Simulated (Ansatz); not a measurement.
`[MgH][Cl]` → H• + `[Mg][Cl]`• at 400 K and 1 bar (homolysis of the H–Mg bond).

Computed with Ansatz on PBE0-D4/def2-TZVP structures; ΔE is electronic, products minus reactants. CBS: MP2 limit from def2 TZ/QZ plus the TZ coupled-cluster correction, frozen cores. This one scheme is used for every species, atoms too. No spin–orbit coupling; open shells (•) take unrestricted orbitals. For Mg outer-core shells are correlated without core-valence functions, so the limit isn't a true one: a few kJ/mol of doubt a bond, and 10 to 20 or more in all where bonds break to atoms.

```tsv
species	CCSD(T)/CBS energy (Eh)	H − E (kJ/mol)	S (J/(mol·K))
`[MgH][Cl]`	-660.33122	33.1	254.6
H•	-0.50000	8.3	120.8
`[Mg][Cl]`•	-659.71225	15.7	243.8
```

H − E and S are ideal-gas, rigid-rotor, harmonic terms from PBE0-D4/def2-TZVP, with the whole ground term of open shells counted as degenerate. 1 Eh = 2625.50 kJ/mol, R = 8.31446 J/(mol·K).

Task: By hand: ΔE, ΔH, ΔS and ΔG.

Result: ΔE = (-0.50000) + (-659.71225) − (-660.33122) = 0.11897 Eh = 312.4 kJ/mol. Δ(H − E) = 8.3 + 15.7 − 33.1 = -9.1, so ΔH = 303.3 kJ/mol. ΔS = 120.8 + 243.8 − 254.6 = 110.0 J/(mol·K). ΔG = 303.3 − 400 × (110.0)/1000 = 259.3 kJ/mol.

Task: By hand: the equilibrium constant, and the temperature at which ΔG would vanish if ΔH and ΔS stayed fixed.

Result: log₁₀ K = −ΔG/(RT ln 10) = -33.9. ΔG = 0 at ΔH/ΔS = 2757 K, far beyond where these terms or the molecules hold.

The number of gas molecules changes by +1, which sets the sign of ΔS. A doubt of 5 kJ/mol in ΔE shifts log₁₀ K by 0.7 here. These are equilibria of isolated gas molecules and say nothing of rates. Largest T1 diagnostic: 0.009 (customary marks: 0.02 for closed shells, 0.045 for open ones).
